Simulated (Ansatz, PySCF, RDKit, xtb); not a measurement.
# Which structure has the formula CH6BN?

Given the formula CH6BN and nothing else, which arrangement of the atoms is the most stable in the gas at 1000 K, and what are its properties?

The funnel: GFN2-xTB relaxations, single points with a density functional, relaxations at B3LYP-D3(BJ)/6-311G**, harmonic vibrations, and a last energy at a higher level. All values are calculated.

4 further runs of the same task are left out: 4 set aside as unsound or not needed.

## 1. Candidates

All bonding patterns within simple valence rules are listed by program: one Lewis structure each, at most two rings and one unusual centre or charged pair. O–O, O–halogen and N–halogen bonds and N–N–N chains are not drawn. That gives 10 candidates.

| label | SMILES | spin |
| --- | --- | --- |
| c083 | BNC | singlet |
| c138 | [CH2+][BH2-]N | singlet |
| c165 | BCN | singlet |
| c234 | B[NH2+][CH2-] | singlet |
| c288 | CBN | singlet |
| c436 | [BH2-]1C[NH2+]1 | singlet |
| c633 | C=[BH-][NH3+] | singlet |
| c650 | [BH3-][NH+]=C | singlet |
| c660 | [BH3-][CH+]N | singlet |
| c881 | B[CH-][NH3+] | singlet |

Candidates are built by distance geometry, with a force field where one applies, in up to four conformers (letters a to d).

Q: Predict the outcome of this search (final energies at CCSD(T)/def2-TZVP).

| quantity | value |
| --- | --- |
| lowest structure found | CBN, singlet, Cs |
| next finalist | BNC, singlet, 18.3 kcal/mol higher in G |
| share at equilibrium, among the finalists | 100.0 % |
| harmonic wavenumbers, lowest and highest (B3LYP-D3(BJ)/6-311G**) | 147 and 3680 cm⁻¹ |
| rotational constants, same geometry | 1.447, 0.2771, 0.2429 cm⁻¹ |
| dipole moment (PBE0/def2-TZVPD) | 1.50 D |
| HOMO energy (PBE0/def2-TZVPD) | -8.34 eV |
| LUMO energy (PBE0/def2-TZVPD) | 0.18 eV |
| HOMO–LUMO gap (PBE0/def2-TZVPD) | 8.52 eV |
| lowest excitation (TD-CAM-B3LYP/def2-SVPD) | 7.53 eV (f = 0.037) |
| strongest of the states computed, same level | 8.48 eV (f = 0.152) |
| lowest triplet excitation, same level, Tamm-Dancoff | 6.55 eV |
| vertical ionisation energy | 10.73 eV |
| vertical electron affinity | -0.92 eV (unbound: the value depends on the basis) |
| vertical triplet less singlet | +6.50 eV |

`CBN` comes out lowest. The margin of 18.3 kcal/mol over the next finalist is beyond the usual error of the last level; it says nothing of structures that weren't ranked. HF/STO-3G, r2SCAN-D4/def2-SVP, B3LYP-D3(BJ)/6-311G**, HF/def2-TZVP and MP2/def2-TZVP already put its bonding pattern lowest among the structures in one piece; GFN2-xTB favours the singlet BNC. The search is not exhaustive (a finite list of starts, one conformer a finalist), so a lower isomer can't be ruled out. Patterns outside the rules of the enumeration were met only by chance.
